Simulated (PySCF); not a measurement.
A structure optimised at PBE0-D3(BJ)/def2-SVP, used in a PySCF frequency run:

```
N
C 1 1.4384
H 2 1.1013 1 110.20
H 2 1.1013 3 107.71 1 -120.24
H 2 1.1157 3 107.56 4 -115.67
C 1 1.4384 2 112.55 3 56.40
H 6 1.1013 1 110.20 2 -175.13
H 6 1.1013 7 107.71 1 -120.24
H 6 1.1157 7 107.56 8 -115.67
C 1 1.4384 2 112.55 3 -175.13
H 10 1.1013 1 110.20 2 56.40
H 10 1.1013 11 107.71 1 -120.24
H 10 1.1157 11 107.56 12 -115.67
```
Charge 0, spin multiplicity 1.

### Question
Write its SMILES, formula and point group.

### Answer
CN(C)C, C3H9N, C3v

### Question
What are its rotational constants (standard atomic weights)?

### Answer
8.7645, 8.7645, 4.9439 GHz
